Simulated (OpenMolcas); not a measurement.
**One shape, several levels: PH (SMILES [PH])**

Wanted: a comparison of 3 runs (UM06-2X/6-31G*, UPBE0/6-31G*, ROCCSD(T)/6-31G*) of PH. 

The calculation is run with OpenMolcas 26.06.

1 further run of the same task is left out (set aside as unsound or not needed).

## (1) The structure to begin with

The species is PH (2 atoms), meant as a triplet with charge 0. As SMILES, `[PH]`. The P1–H2 distance was set to 2.448 Å, away from the relaxed value.

## (2) A single-point energy at UM06-2X/6-31G(d) (spherical functions) (run 1)

test.inp

```
* HP Kohn-Sham DFT
&GATEWAY
BASLIB=$CurrDir
BASISSET
P.6-31Gs....
P1 0.000000 0.000000 -1.049330 angstrom
End of Basis
BASISSET
H.6-31Gs....
H2 0.000000 0.000000 1.399070 angstrom
End of Basis
&SEWARD
GRIDINPUT
Grid=UltraFine
End of Grid
&SCF
UHF
SPIN=3
KSDFT=M062X
THRESHOLDS=1e-10 1e-07 1e-07 1e-05
PRORBITALS=1 1
```

The basis set 6-31G* is read from a file made from the Basis Set Exchange's data (not shown).

The run is started by

```console
$ export MOLCAS_MEM=1860
$ pymolcas test.inp > test.log
```

Log:

```text
--- Start Module: gateway ---
[...]
--- Stop Module: gateway /rc=_RC_ALL_IS_WELL_ ---
--- Start Module: seward ---
[...]
      Basis functions           20
--- Stop Module: seward /rc=_RC_ALL_IS_WELL_ ---
--- Start Module: scf ---
[...]
       Convergence after  22 Iterations
[...]
::    Total KS-DFT energy                            -341.7293919358
[...]
      Total spin, S                                     1.1708960711
[...]
      Total electronic charge=   16.000000
      Total            charge=   -0.000000
[...]
      Dipole Moment (debye):
      Origin of the operator (angstrom)=    0.0000    0.0000   -0.9722
                   X= -2.0970E-15               Y= -7.0592E-15               Z= -2.5527E-01           Total=  2.5527E-01
      Quadrupole Moment (debye*angstrom):
[...]
--- Stop Module: scf /rc=_RC_ALL_IS_WELL_ ---
[...]
```

It took 13 s on 1 thread of Intel Xeon Platinum 8488C (Sapphire Rapids), shared host; peak memory 0.37 GiB.

## (3) A single-point energy at UPBE0/6-31G(d) (spherical functions) (run 2)

test.inp

```
&GATEWAY
 BASLIB=$CurrDir
 BASISSET
 P.6-31Gs....
 P1 0.000000 0.000000 -1.049330 angstrom
 End of Basis
 BASISSET
 H.6-31Gs....
 H2 0.000000 0.000000 1.399070 angstrom
 End of Basis

&SEWARD
 GRIDINPUT
 Grid=UltraFine
 End of Grid

&SCF
 UHF
 SPIN=3
 KSDFT=PBE0
 THRESHOLDS=1e-10 1e-07 1e-07 1e-05
 PRORBITALS=1 1
```

The basis set 6-31G* is read from a file made from the Basis Set Exchange's data (not shown).

The run is started by

```console
$ export MOLCAS_MEM=1860
$ pymolcas test.inp > test.log
```

Log:

```text
--- Start Module: gateway ---
[...]
--- Stop Module: gateway /rc=_RC_ALL_IS_WELL_ ---
--- Start Module: seward ---
[...]
      Basis functions           20
--- Stop Module: seward /rc=_RC_ALL_IS_WELL_ ---
--- Start Module: scf ---
[...]
       Convergence after  22 Iterations
[...]
::    Total KS-DFT energy                            -341.6307486368
[...]
      Total spin, S                                     1.1706819038
[...]
      Total electronic charge=   16.000000
      Total            charge=   -0.000000
[...]
      Dipole Moment (debye):
      Origin of the operator (angstrom)=    0.0000    0.0000   -0.9722
                   X=  1.7533E-15               Y=  2.6117E-15               Z= -2.4794E-01           Total=  2.4794E-01
      Quadrupole Moment (debye*angstrom):
[...]
--- Stop Module: scf /rc=_RC_ALL_IS_WELL_ ---
[...]
```

Run time: 5.1 s. Hardware: 1 thread of Intel Xeon Platinum 8488C (Sapphire Rapids), shared host; peak memory 0.37 GiB.

## (4) A single-point energy at ROCCSD(T)/6-31G(d) (spherical functions) (run 3)

test.input

```
&GATEWAY
  BasLib=$CurrDir
  BasisSet
  P.6-31Gs....
  P1 0.000000 0.000000 -1.049330 angstrom
  End of Basis
  BasisSet
  H.6-31Gs....
  H2 0.000000 0.000000 1.399070 angstrom
  End of Basis

&SEWARD

&SCF
  UHF
  Spin=3
  Thresholds=1e-10 1e-07 1e-07 1e-05
  PrOrbitals=1 1

&RASSCF
  FileOrb=$Project.UnaOrb
  Spin=3
  Nactel=2 0 0
  Inactive=7
  Ras2=2
  OutOrbitals=Canonical
  OrbListing=Nothing

&MOTRA
  JobIph
  Frozen=5

&CCSDT
  CCT
  Triples=3
  Iterations=80
  Accuracy=1e-08
  Extrapolation=5 4
```

The basis set 6-31G* is read from a file made from the Basis Set Exchange's data (not shown).

The run is started by

```console
$ export MOLCAS_MEM=1860
$ pymolcas test.input > test.log
```

Log:

```text
--- Start Module: gateway ---
[...]
--- Stop Module: gateway /rc=_RC_ALL_IS_WELL_ ---
[...]
      Basis functions           20
[...]
       Convergence after  24 Iterations
[...]
::    Total SCF energy                               -341.1633085708
[...]
      Total spin, S                                     1.2402602316
[...]
      Number of active orbitals                  2
[...]
      Spin quantum number                      1.0
[...]
      Active orbitals                            2
[...]
      Number of CSFs                             1
[...]
      Number of root(s) required                 1
[...]
      Convergence after 10 iterations
[...]
      printout of CI-coefficients larger than  0.05 for root  1
      energy=    -341.134000
      conf/sym  11     Coeff  Weight
             1  uu   1.00000 1.00000
      Natural orbitals and occupation numbers for root  1
      sym 1:   1.000000   1.000000
      ************************************************************************************************************************
      *                                                    Final results                                                     *
[...]
::    RASSCF root number  1 Total energy:   -341.13400039
[...]
      Total electronic charge=   16.000000
      Total            charge=   -0.000000
[...]
      Dipole Moment (debye):
      Origin of the operator (angstrom)=    0.0000    0.0000   -0.9722
                   X= -1.8308E-16               Y=  3.6374E-16               Z= -1.2580E+00           Total=  1.2580E+00
      Quadrupole Moment (debye*angstrom):
[...]
--- Start Module: motra ---
[...]
      *** WARNING: Default frozen orbitals is overwritten by user input.
      *** Default values:   5
[...]
--- Stop Module: motra /rc=_RC_ALL_IS_WELL_ ---
--- Start Module: ccsdt ---
[...]
      Convergence after                    24  Iterations
      Total energy (diff) :    -341.27076495       0.00000001
[...]
 METHOD                       : CCSD+T(CCSD)+<T3(1)WT1>+<T3(1)UT2> = CCSD(T)
[...]
       CCSD     =      -341.2707649543437
[...]
--- Stop Module: ccsdt /rc=_RC_ALL_IS_WELL_ ---
[...]
```

Run time: 3.3 s. Hardware: 1 thread of Intel Xeon Platinum 8488C (Sapphire Rapids), shared host; peak memory 0.37 GiB.

## (5) Overview of the runs

```
run                                   level  integration grid  frozen core orbitals  energy (Eh)  dipole moment (D)  HOMO energy (eV)  LUMO energy (eV)  wall time
  1    UM06-2X/6-31G* (spherical functions)         UltraFine                     –  -341.729392               0.26             -8.44             -2.45       13 s
  2      UPBE0/6-31G* (spherical functions)         UltraFine                     –  -341.630749               0.25             -7.60             -2.76      5.1 s
  3  ROCCSD(T)/6-31G* (spherical functions)                 –                     5  -341.276649                  –                 –                 –      3.3 s
```

## (6) Outcome

```
             quantity          value
  run 3: total energy  -341.27665 Eh
run 3: (T) correction      -5.88 mEh
```

Totals of different functionals can't be ranked against each other. Spin contamination of the reference: run 1 ⟨S²⟩ = 2.54, run 2 ⟨S²⟩ = 2.54. All runs together took 21 s, the longest 13 s.
